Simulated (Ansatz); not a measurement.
Cost and result for the atomization energy of `FC1CCO1` (10 atoms, 10 bonds).

```json
{"atom": "F1", "x (Å)": "2.061", "y (Å)": "-0.350", "z (Å)": "-0.069"}
{"atom": "C2", "x (Å)": "0.791", "y (Å)": "-0.361", "z (Å)": "-0.586"}
{"atom": "C3", "x (Å)": "-0.070", "y (Å)": "0.793", "z (Å)": "-0.092"}
{"atom": "C4", "x (Å)": "-0.850", "y (Å)": "-0.305", "z (Å)": "0.635"}
{"atom": "O5", "x (Å)": "-0.006", "y (Å)": "-1.318", "z (Å)": "0.050"}
{"atom": "H6", "x (Å)": "0.897", "y (Å)": "-0.543", "z (Å)": "-1.659"}
{"atom": "H7", "x (Å)": "0.467", "y (Å)": "1.501", "z (Å)": "0.536"}
{"atom": "H8", "x (Å)": "-0.619", "y (Å)": "1.321", "z (Å)": "-0.870"}
{"atom": "H9", "x (Å)": "-1.890", "y (Å)": "-0.435", "z (Å)": "0.330"}
{"atom": "H10", "x (Å)": "-0.781", "y (Å)": "-0.303", "z (Å)": "1.725"}
```

Total charge 0; spin multiplicity 1. The structure was optimised at the PBE0-D4/def2-TZVP level. Program: Ansatz. All runs use 4 threads of an Arm Neoverse V1 on a shared host. Times are those of one run each, without the atoms' runs, and a repeat can differ threefold. Electronic energies, without spin–orbit coupling; frozen cores. CCSD(T)/CBS adds CCSD(T) − MP2 in def2-TZVPP to the MP2 limit, and its time is that of the two runs behind it. T1 = 0.012.

CCSD(T)/CBS is a level of theory with its own doubt, some kJ/mol a heavy atom from the limit and from the frozen cores, so smaller differences don't rank the functionals.

| level | functions | wall time | atomization (kcal/mol) | difference from CCSD(T)/CBS | per bond |
| --- | --- | --- | --- | --- | --- |
| LDA (SPW92)/def2-TZVPP | 225 | 1.1 s | 1133.6 | 167.5 | 16.8 |
| PBE0-D4/def2-TZVPP | 225 | 2 s | 975.3 | 9.2 | 0.9 |
| PBE-D4/def2-TZVPP (with forces) | 225 | 2.1 s | 999.5 | 33.4 | 3.3 |
| CAM-B3LYP-D4/def2-TZVPP | 225 | 2.4 s | 972.2 | 6.1 | 0.6 |
| r2SCANh-D4/def2-TZVPP | 225 | 3.7 s | 962.9 | -3.2 | -0.3 |
| B2PLYP/def2-TZVPP | 225 | 3.9 s | 956.7 | -9.4 | -0.9 |
| r2SCAN-D4/def2-TZVPP (with forces) | 225 | 4 s | 970.6 | 4.5 | 0.5 |
| CCSD(T)/def2-SVP | 95 | 4.1 s | 922.4 | -43.7 | -4.4 |
| B97M-V/def2-TZVPP | 225 | 7.5 s | 966.9 | 0.8 | 0.1 |
| ωB97M-V/def2-TZVPP (with forces) | 225 | 8 s | 971.0 | 4.9 | 0.5 |
| MP2/def2-QZVPP | 435 | 18 s | 979.4 | 13.3 | 1.3 |
| CCSD(T)/def2-TZVPP | 225 | 110 s | 942.1 | -24.0 | -2.4 |
| CCSD(T)/CBS(def2) | – | 2.1 min | 966.1 | 0.0 | 0.0 |

From r2SCAN to r2SCAN0 (25 % exact exchange), in def2-TZVPP and without D4, the atomization energy moves by −18.9 kcal/mol: exact exchange takes away binding that semilocal exchange gives to molecules. At CCSD(T), def2-SVP lies −43.7 kcal/mol from the extrapolated value and def2-TZVPP −24.0 kcal/mol: correlation converges slowly with the basis, and small sets miss more of it in the bonded molecule than in its fragments. In def2-TZVPP, CCSD(T) changes the Hartree–Fock value by +254.3 kcal/mol (the triples alone add +16.2 kcal/mol) and MP2 by +277.6 kcal/mol; breaking electron pairs costs correlation energy, which Hartree–Fock lacks.
